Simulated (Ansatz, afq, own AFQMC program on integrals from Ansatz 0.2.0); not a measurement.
# Atomization energy of CO, singlet

| atom | x (Å) | y (Å) | z (Å) |
| --- | --- | --- | --- |
| O | 0.0000 | 0.0000 | 0.0000 |
| C | 0.0000 | 0.0000 | 1.1234 |

Atoms in their ground-state spins without spin–orbit coupling (mostly on UHF) minus the molecule (RHF), without zero-point energy. The geometry is a stationary point, not shown to be a minimum.

Basis 6-31G. Only valence electrons are correlated. AFQMC by an in-house program on the Cholesky factors that Ansatz 0.2.0 writes for its CCSD(T) run. ph-AFQMC/CISD is guided by a CISD state made of CCSD amplitudes; releasing the constraint for a short imaginary time cuts its bias at the price of noise, slowly where states lie close. ± is one standard error of the sampling. The errors of all members are added in quadrature.

Full CI is exact in this basis; where marked, its frozen core comes from its own orbitals, which moves totals by up to a few meV.

Errors are counted within 6-31G, not against nature.

Cautions: CO (singlet): higher spins were not checked, raised T1 diagnostic (T1 0.021, weight of the determinant 0.91, largest double 0.08), full CI with its own frozen core.

Reference (full CI): 206.3 kcal/mol.

```tsv
level	atomization energy (kcal/mol)	error against FCI (kcal/mol)
HF	131.1	-75.2
MP2	216.4	10.1
CCSD	201.0	-5.3
CCSD(T)	205.7	-0.6
CCSDT	205.8	-0.5
CCSDT(Q)	206.3	0.0
ph-AFQMC/HF	212.6 ± 1.3	6.3 ± 1.3
ph-AFQMC/CISD	205.9 ± 0.2	-0.4 ± 0.2
released AFQMC	206.2 ± 0.3	-0.1 ± 0.3
```

Correlation beyond CCSD(T) adds 0.6 kcal/mol. The perturbative (T) step is worth +4.7 kcal/mol.

CCSDT and higher add their correlation energy to the determinant of the CCSD(T) run, since their own runs factorise the integrals more tightly (a shift of under 2 meV). A walk keeps the symmetry of its determinant, which the program's search chose and which needn't be the lowest solution, so a lower state of the same spin and another symmetry isn't excluded. Released energies are given only where the last usable release times agree within the noise; a slower fall can still hide under it.
